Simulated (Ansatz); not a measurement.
Geometry optimisation, UKS r2SCANh/def2-SVP (Ansatz).

The input (input.yaml):

```yaml
crystal:
  periodic: [false, false, false]
  atoms:
    - { symbol: B, position_ang: [0.0, 0.0, 0.0] }
    - { symbol: H, position_ang: [0.0, 0.0, 1.44] }
    - { symbol: O, position_ang: [1.2211, 0.0, -0.705] }
    - { symbol: H, position_ang: [1.5209, -0.9519, -0.8599] }
    - { symbol: H, position_ang: [-1.0305, 0.0, -0.595] }
    - { symbol: Si, position_ang: [0.0, 0.0, 3.2] }
    - { symbol: H, position_ang: [-0.7436, -1.1581, 3.6874] }
    - { symbol: H, position_ang: [1.3747, -0.0649, 3.6874] }
    - { symbol: H, position_ang: [-0.6311, 1.223, 3.6874] }
magnetization:
  spin_polarized: true
  initial_magnetization: 1
basis:
  gaussian: { orbitals: def2-SVP }
hamiltonian:
  xc: r2scanh
relax:
  f_tol: 0.15
  max_steps: 25
  restrain:
    - { distance: [1, 5], at: 1.46, k: 30.0 }
    - { distance: [0, 1], at: 2.39, k: 30.0 }
```

Launched with:

```bash
$ ansatz run input.yaml --threads 4 --pin off --max-ram 5120MiB --backend cpu --events-out ev --progress --plain --runs-dir out
```

**Question.** Where does it end, and by what steps?

**Answer.** It converged. The restraints hold the end off the free minimum; the threshold counts their pulls, which the force column leaves out. Restrained pairs: H2–Si6 (1.76 → 1.47 Å), B1–H2 (1.44 → 2.39 Å). After 8 steps the energy has fallen by 0.809 eV (the restraints' own energy left out); B1 moved furthest, 0.64 Å.

```tsv
step	energy less start (eV)	largest force component (eV/Å)	accepted
0	0.0000	2.162	yes
1	0.1027	1.631	yes
2	0.1263	2.931	yes
3	-0.4038	1.742	yes
4	-0.6524	3.757	yes
5	-0.7630	0.922	yes
6	-0.8000	0.255	yes
7	-0.7971	0.532	yes
8	-0.8090	0.453	yes
```

```xyz
9
Properties=species:S:1:pos:R:3
B 0.123 0.358 -0.511
H -0.026 0.084 1.861
O 1.319 -0.145 -0.812
H 1.356 -1.044 -1.166
H -0.945 -0.216 -0.643
Si -0.028 0.019 3.330
H -0.737 -1.212 3.783
H 1.375 -0.012 3.830
H -0.726 1.217 3.871
```

Run time: 18 s on 4 threads of Arm Neoverse V2, with other jobs on the host, peak memory 0.22 GiB.
